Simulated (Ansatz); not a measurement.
# CH2Si+ (doublet): from Hartree-Fock to the top rungs, 6-31G

Aim: climb from Hartree-Fock through coupled cluster and multireference methods for CH2Si+ (doublet) at one geometry and basis, and see what each rung misses.

Program: Ansatz 0.2.0, Gaussian basis. Level of theory: 6-31G, core rule «outside noble gas», up to 6 orbitals frozen. These are calculated values, not measurements.

Plan: UHF; CCSD(T) on ROHF; CCSD(T) on UHF; BCCD(T) on ROHF; CISD; CCSDT(Q) on ROHF; CCSDT(Q) on UHF; CISDTQ; CCSDTQ on ROHF; CCSDTQ on UHF; CASSCF and MRCISD+Q, 9 electrons in 10 orbitals; CASSCF and NEVPT2, 9 electrons in 10 orbitals; Full CI.

4 further runs of the same task are left out: 4 set aside as unsound or not needed.

## (1) The system

The geometry is a PBE0/def2-TZVP stationary point (not a proven minimum) of the parent state, kept for this charge and spin.

4 atoms, charge 1, spin multiplicity 2.

Atoms are counted from 1 here; the program's logs count them from 0.

Bond lengths: Si1–C2 1.865 Å, C2–H3 1.091 Å, C2–H4 1.091 Å. Angles: Si1–C2–H3 123.8°, Si1–C2–H4 123.8°, H3–C2–H4 112.4°.

## (2) UHF

File in.yaml:

```yaml
crystal:
  periodic: [false, false, false]
  atoms:
    - {symbol: Si, position_ang: [0.000000, 0.000000, 0.650177]}
    - {symbol: C, position_ang: [0.000000, 0.000000, -1.214577]}
    - {symbol: H, position_ang: [0.000000, -0.906814, -1.821841]}
    - {symbol: H, position_ang: [0.000000, 0.906814, -1.821841]}
basis:
  gaussian: {orbitals: 6-31G}
total_charge: 1
magnetization: {spin_polarized: true, initial_magnetization: 1}
hamiltonian: {xc: hf}
output: {orbitals: {seedname: orbitals}}
```

On the command line:

```console
$ ansatz run in.yaml --threads 1 --pin off --events-out ev --progress --plain --max-ram 4096MiB --backend cpu
```

The runs that follow: CCSD(T) on ROHF; CCSD(T) on UHF; BCCD(T) on ROHF; CISD; CCSDT(Q) on ROHF; CCSDT(Q) on UHF; CISDTQ; CCSDTQ on ROHF; CCSDTQ on UHF; CASSCF and MRCISD+Q, 9 electrons in 10 orbitals; CASSCF and NEVPT2, 9 electrons in 10 orbitals; Full CI.

Before running them: what should the planned runs give, taken together? Wanted: FCI below the RHF energy; RMP2 from FCI; UMP2 from FCI; RCCSD from FCI; RCCSD(T) from FCI; UCCSD(T) from FCI; RCCSDT(Q) from FCI; UCCSDT(Q) from FCI; NEVPT2 valence from FCI.

**Answer**, as computed:

```
                         quantity                                                                                                                          value
         FCI below the RHF energy                                                                                                                     -3.7314 eV
                    RMP2 from FCI                                                                                                                     +839.8 meV
                    UMP2 from FCI                                                                                                                     +832.9 meV
                   RCCSD from FCI                                                                                                                      +99.1 meV
                RCCSD(T) from FCI                                                                                                                      +23.8 meV
                UCCSD(T) from FCI                                                                                                                      +23.9 meV
               RCCSDT(Q) from FCI                                                                                                                       +1.2 meV
               UCCSDT(Q) from FCI                                                                                                                       +0.7 meV
          NEVPT2 valence from FCI                                                                                                                     +253.1 meV
        MRCISD+Q valence from FCI                                                                                                                      +16.6 meV
levels within 1 kcal/mol (43 meV)  RCCSD(T), UCCSD(T), BCCD(T), RCCSDT, UCCSDT, CISDTQ, RCCSDT(Q), UCCSDT(Q), RCCSDTQ, UCCSDTQ, MRCISD valence, MRCISD+Q valence
                    T1 diagnostic                                                                                                                          0.018
   effectively unpaired electrons                                                                                                                           1.07
```

**Reading.** RCCSD(T) misses by +23.8 meV, 0.6 % of the correlation energy. One determinant dominates. Of the multireference levels listed MRCISD+Q valence comes nearest in total energy (+16.6 meV), which doesn't show that its space is the better one. These misses are within one basis, not against nature; the frozen cores of restricted and unrestricted runs differ, which can shift their rows.
